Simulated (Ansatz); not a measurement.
# O₂F radical: a ladder of functionals and wavefunction methods

How much do the methods differ for O₂F radical? The plan is to run it at one geometry with functionals of several rungs and with coupled cluster, and see how far each lands from CCSD(T) at the basis-set limit for the atomisation energy.

Computed with Ansatz 0.2.0, Gaussian basis. Level: functionals in def2-TZVPP, the program's frozen cores in correlated methods.

Levels to be run: LDA (SPW92), PBE-D4, revPBE-D4, BLYP-D4, r2SCAN-D4, B97M-V, PBE0-D4, B3LYP-D4, r2SCANh-D4, r2SCAN0-D4, HSE06-D4, BHLYP-D4, CAM-B3LYP-D4, LC-ωPBE, ωB97X-V, ωB97M-V, B2PLYP, PBE-QIDH; CCSD(T)/def2-SVP; CCSD(T)/def2-TZVPP; CCSD(T)/def2-QZVPP; extrapolation to the limit; RPA on PBE.

## (1) The geometry

The geometry comes from an earlier relaxation with PBE0-D4 in a triple-zeta def2 set; it is a stationary point.

SMILES `[O]OF`, 3 atoms, charge 0, spin multiplicity 2.

Atoms are counted from 1 here; the program's logs count them from 0.

Bond lengths: O1–O2 1.181 Å, O2–F3 1.574 Å. Angles: O1–O2–F3 111.0°.

## (2) LDA

This LDA is Slater exchange with PW92 correlation.

File in.yaml:

```yaml
crystal:
  periodic: [false, false, false]
  atoms:
    - {symbol: O, position_ang: [0.933479, -0.295662, 0.482260]}
    - {symbol: O, position_ang: [0.133499, 0.497850, 0.128053]}
    - {symbol: F, position_ang: [-1.066968, -0.202178, -0.610303]}
basis:
  gaussian: {orbitals: def2-TZVPP}
magnetization: {spin_polarized: true, initial_magnetization: 1}
hamiltonian: {xc: lda}
output: {orbitals: {seedname: orbitals}}
```

On the command line:

```bash
$ ansatz run in.yaml --threads 4 --pin off --events-out ev --progress --plain --max-ram 10444MiB
```

The runs that follow: PBE-D4 (GGA); revPBE-D4 (GGA); BLYP-D4 (GGA); r2SCAN-D4 (meta-GGA); B97M-V (meta-GGA); B3LYP-D4 (hybrid); r2SCANh-D4 (hybrid); r2SCAN0-D4 (hybrid); HSE06-D4 (hybrid); BHLYP-D4 (hybrid); CAM-B3LYP-D4 (range-separated); LC-ωPBE (range-separated); ωB97X-V (range-separated); ωB97M-V (range-separated); B2PLYP (double hybrid); PBE-QIDH (double hybrid); CCSD(T) in def2-SVP; CCSD(T) in def2-TZVPP; CCSD(T) in def2-QZVPP; RPA on PBE orbitals.

**Question.** What will the summary of the whole plan be? Wanted: atomisation energy, CCSD(T)/CBS; farthest beyond LDA; mean size of error, GGA; mean size of error, meta-GGA; mean size of error, hybrid; mean size of error, range-separated; mean size of error, double hybrid; gap, smallest and largest; T1 diagnostic.

As calculated:

```
                               quantity                                      value
        atomisation energy, CCSD(T)/CBS                             126.8 kcal/mol
functionals within 0.6 kcal/mol (0.5 %)       none; nearest B2PLYP (-1.7 kcal/mol)
                    farthest beyond LDA                    PBE-D4 (+47.4 kcal/mol)
                mean size of error, GGA                              39.0 kcal/mol
           mean size of error, meta-GGA                              16.2 kcal/mol
             mean size of error, hybrid                              13.0 kcal/mol
    mean size of error, range-separated                               7.1 kcal/mol
      mean size of error, double hybrid                               8.9 kcal/mol
              gap, smallest and largest  1.43 eV (LDA (SPW92)), 11.10 eV (LC-ωPBE)
                          T1 diagnostic                                     0.0615
triples share of the correlation energy                                      4.4 %
```

In words: LDA overbinds by 97.0 kcal/mol (76 %). PBE-D4 misses by +47.4 kcal/mol. Double hybrids carry the basis error of their MP2 part in triple zeta, and no dispersion term here, so their miss is partly the set-up's. By mean error the best rung here is range-separated (7.1 kcal/mol) and the worst beyond LDA is GGA (39.0 kcal/mol). The gap between the best rungs is small, so their order is not settled. RPA and LDA stand outside this count. Misses under about 0.6 kcal/mol are within the doubt on the reference itself, which lacks core-valence correlation, relativity and higher excitations. Hartree-Fock recovers -2 % of the binding; the rest is correlation. CCSD(T) in def2-SVP is off by -20.8 kcal/mol, which most functionals beat. The gap grows from 1.4 to 11.1 eV across the functionals, mostly with the share of exact exchange. T1 = 0.061 passes the customary mark of 0.045 by a little. The UHF reference is spin-contaminated (⟨S²⟩ = 1.43 against 0.75).
